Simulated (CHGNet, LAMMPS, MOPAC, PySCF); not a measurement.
**How well does each level of theory give the equilibrium lattice constant a of rock-salt NaI?**

Reference value: 6.409 Å (measured, low temperature, zero-point motion not removed; as tabulated in Doll and Stoll (1998), arXiv:cond-mat/9801031).

Q: What do ionic model joung2008, PM6 semi-empirical Hartree-Fock (MOPAC), CHGNet-r²SCAN, PBE, MP2 give, and how far is each from the reference?

A: 
```json
[
 {"level (code)": "ionic model joung2008 (rigid ions, set for SPC/E water, LAMMPS)", "value (Å)": "6.432", "difference (%)": "+0.36"},
 {"level (code)": "PM6 semi-empirical Hartree-Fock (MOPAC)", "value (Å)": "7.055", "difference (%)": "+10.1"},
 {"level (code)": "CHGNet-r²SCAN", "value (Å)": "6.499", "difference (%)": "+1.40"},
 {"level (code)": "PBE (PySCF)", "value (Å)": "6.549 ± 0.02", "difference (%)": "+2.18"},
 {"level (code)": "MP2 (PySCF)", "value (Å)": "6.369 ± 0.03", "difference (%)": "-0.62"}
]
```

Once the reference is moved by up to 0.33 % (a margin picked here for doubts on the reference and the settings, and for temperature and zero-point motion) and values within 0.10 % count as equal, the nearest can be ionic model joung2008 (+0.36 %) or MP2 (-0.62 %). Among them PM6 semi-empirical Hartree-Fock (MOPAC) (+10.1 %) misses by most. Within 1 %: ionic model joung2008, MP2.

The reference isn't brought to a static lattice, while the calculations are for one, so the differences are not the levels' errors alone. A static lattice is as a rule a little smaller than the measured one.  A ± on a computed value is a rough bar: the spread of its extrapolation, a floor set from checks against published values, or a statistical error. PM6 semi-empirical Hartree-Fock (MOPAC): the cell moved over 20 % in volume from its start. PM6 semi-empirical Hartree-Fock (MOPAC): the method was fitted mainly to molecules. PM6 semi-empirical Hartree-Fock (MOPAC): the run uses a supercell at the zone centre in place of a k mesh.

Empirical potentials (ionic model joung2008) are fitted to chosen data: where that held the value shown, agreement is built in, and what lay outside the fit can be far off. Machine-learned potentials (CHGNet-r²SCAN) are trained on DFT data: a solid inside that data is no test of them.

Differences are worked out from the printed values.
